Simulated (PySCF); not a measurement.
**`[H]/P=C(/F)C=C`, C$_{3}$H$_{4}$FP**

Cartesian coordinates in Å; atom numbers follow the order of the lines, from 1:
```xyz
9

C    -1.582   -0.306   -0.008
C    -0.285   -0.355   -0.350
C     0.765    0.253    0.442
F     0.317    0.871    1.538
P     2.441    0.276    0.165
H    -1.906    0.205    0.901
H    -2.346   -0.777   -0.631
H     0.036   -0.869   -1.260
H     2.330   -0.479   -1.044
```

Method used: GIAO KT2/aug-pcSseg-1 magnetisability, rotational g tensor and spin-rotation constants, non-relativistic, gas phase (PySCF 2.14.0). Geometry: PBE0-D3(BJ)/def2-SVP.

Problem. How diamagnetic is it, and how anisotropic?

Solution. Isotropic -751 × 10⁻³⁰ J/T², or -45.2 × 10⁻⁶ cm³/mol; principal values -927, -726, -600 × 10⁻³⁰ J/T², anisotropy 285 × 10⁻³⁰ J/T² (root of half the summed squared differences of the principal values). The susceptibility is in cgs units.

Problem. Split it along the inertial axes a, b, c into diamagnetic and paramagnetic parts about the centre of mass, with the quadrupole moment.

Solution. 
| axis | χ (10⁻⁶ cm³/mol) | diamagnetic (10⁻⁶ cm³/mol) | paramagnetic (10⁻⁶ cm³/mol) | summed x² of all electrons (Å²) | quadrupole Θ (D Å) |
| --- | --- | --- | --- | --- | --- |
| a | -43.7 | -198.4 | 154.7 | 112.1 | +2.68 |
| b | -36.2 | -510.5 | 474.4 | 38.6 | +1.85 |
| c | -55.8 | -639.3 | 583.5 | 8.2 | -4.53 |

Anisotropies 2χaa − χbb − χcc = +4.6 and 2χbb − χaa − χcc = +27.1 × 10⁻⁶ cm³/mol. Θ is traceless in Buckingham's convention.

Problem. And the rotational g tensor?

Solution. 
| axis | rotational constant (GHz) | g | nuclear part | electronic part |
| --- | --- | --- | --- | --- |
| a | 8.9540 | -0.0932 | 0.5575 | -0.6507 |
| b | 2.6195 | -0.0359 | 0.5478 | -0.5837 |
| c | 2.0266 | -0.0055 | 0.5500 | -0.5555 |

Asymmetric top; isotopes 12C, 19F, 1H, 31P; no vibrational averaging.
